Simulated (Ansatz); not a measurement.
How close CCSD(T) comes to the exact answer in a basis

Each species is computed at the geometry given (Å), with frozen cores, in Ansatz 0.2.0: RHF-CCSD(T) for singlets, UHF-CCSD(T) otherwise, and full CI in the same basis. The program picks the determinant by trial CCSD, so it needn't be the lowest Hartree–Fock solution. States: HBC Π, BH2⁺ B2, HNC Σ⁺ or Δ, SiH2 A''. Cases whose determinant has another symmetry than full CI's state, or whose (Q) step broke down, weren't drawn.

**Question.** Judging by size, spin and bonding, rank them by the size of CCSD(T)'s error in total energy against full CI in the same basis, smallest first (an estimate).
A. SiH₂, triplet, cc-pVDZ: Si 0.000 -0.093 0.070; H 0.000 1.913 -3.313; H 0.000 0.665 1.349
B. HBC, triplet, 6-31G: B 0.000 0.000 0.000; C 0.000 0.000 -1.180; H 0.000 0.000 1.179
C. HNC, singlet, 6-31G: N 0.000 0.000 0.055; C 0.000 0.000 -1.108; H 0.000 0.000 1.052
D. BH₂⁺, triplet, aug-cc-pVTZ: B 0.000 0.000 -0.148; H 0.000 0.882 0.794; H 0.000 -0.882 0.794

**Answer.** D (11.5 meV), A (16.0 meV), B (22.3 meV), C (28.9 meV).

```json
{"species": "BH2⁺, triplet", "basis": "aug-cc-pVTZ", "correlated electrons": "4", "CCSD(T) − full CI (meV)": "11.5", "CCSDT(Q) − full CI (meV)": "-0.4", "unpaired electrons (full CI)": "2.02", "T1": "0.016", "⟨S²⟩ of the determinant": "2.02"}
{"species": "SiH2, triplet", "basis": "cc-pVDZ", "correlated electrons": "6", "CCSD(T) − full CI (meV)": "16.0", "CCSDT(Q) − full CI (meV)": "0.1", "unpaired electrons (full CI)": "2.06", "T1": "0.028", "⟨S²⟩ of the determinant": "2.04"}
{"species": "HBC, triplet", "basis": "6-31G", "correlated electrons": "8", "CCSD(T) − full CI (meV)": "22.3", "CCSDT(Q) − full CI (meV)": "0.4", "unpaired electrons (full CI)": "2.05", "T1": "0.027", "⟨S²⟩ of the determinant": "2.07"}
{"species": "HNC, singlet", "basis": "6-31G", "correlated electrons": "10", "CCSD(T) − full CI (meV)": "28.9", "CCSDT(Q) − full CI (meV)": "-0.1", "unpaired electrons (full CI)": "0.08", "T1": "0.020", "⟨S²⟩ of the determinant": "0.00"}
```

Unpaired electrons are Σ n²(2−n)² over natural occupations; an open shell counts its own unpaired electrons too. Frozen cores follow each run's orbitals, which moves totals by a few meV.
